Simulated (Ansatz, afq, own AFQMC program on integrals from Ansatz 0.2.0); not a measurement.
# SiGeH5, doublet: AFQMC among the cluster methods

```yaml
atoms:
  - { symbol: Ge, position_ang: [-0.9288, 0.0141, 0.0000] }
  - { symbol: H, position_ang: [-1.4402, 1.4607, 0.0000] }
  - { symbol: H, position_ang: [-1.4402, -0.7092, 1.2528] }
  - { symbol: H, position_ang: [-1.4402, -0.7092, -1.2528] }
  - { symbol: H, position_ang: [0.7692, 0.0141, 0.0000] }
  - { symbol: Si, position_ang: [2.4282, 0.0141, 0.0000] }
  - { symbol: H, position_ang: [2.8247, -1.4654, 0.0000] }
```

Basis cc-pVDZ. Only valence electrons are correlated. Ansatz 0.2.0 and our own AFQMC program on the same integrals; the CISD trial comes from CCSD amplitudes, and released means the phaseless constraint is let go. Uncertainties: one standard error, sampling alone. No spin–orbit coupling.

Determinant: UHF, the one that the program's search chose, which needn't be the lowest solution. The geometry is a point of a scan.

No full CI on the walks' own integrals is used here; CCSDT(Q) serves as the reference and is uncertain by about the last step of the cluster series.

Cautions: no relativity below Rb; no spin-orbit coupling; inner d shell frozen; the ph-AFQMC/HF walk drifts between its halves (2.3 errors).

The T1 diagnostic is 0.0190 and the weight of the determinant in the CISD state is 0.850. The ⟨S²⟩ of the determinant is 0.772. The size of the correlated space is 13 electrons in 51 orbitals.

Reference: CCSDT(Q), correlation energy -6.781 eV. The released energy is read at 2.40 1/Eh (meV from the phaseless value at times in 1/Eh: 2 ± 4 at 0.24, 0 ± 3 at 0.51, 1 ± 3 at 0.99, -6 ± 3 at 1.62, -2 ± 4 at 2.40).

```json
{"level": "HF", "E − E(reference) (meV)": "6781.1", "share of correlation (%)": "0.00"}
{"level": "MP2", "E − E(reference) (meV)": "1606.2", "share of correlation (%)": "76.31"}
{"level": "CCSD", "E − E(reference) (meV)": "210.3", "share of correlation (%)": "96.90"}
{"level": "CCSD(T)", "E − E(reference) (meV)": "45.7", "share of correlation (%)": "99.33"}
{"level": "CCSDT", "E − E(reference) (meV)": "7.0", "share of correlation (%)": "99.90"}
{"level": "ph-AFQMC/HF", "E − E(reference) (meV)": "41.2 ± 16.5", "share of correlation (%)": "99.39"}
{"level": "ph-AFQMC/CISD", "E − E(reference) (meV)": "-1.4 ± 4.4", "share of correlation (%)": "100.02"}
{"level": "released AFQMC", "E − E(reference) (meV)": "-3.6 ± 3.9", "share of correlation (%)": "100.05"}
```

A walk keeps the symmetry of its determinant, which the program's search chose and which needn't be the lowest solution, so a lower state of the same spin and another symmetry isn't excluded. Released energies are given only where the last usable release times agree within the noise; a slower fall can still hide under it.
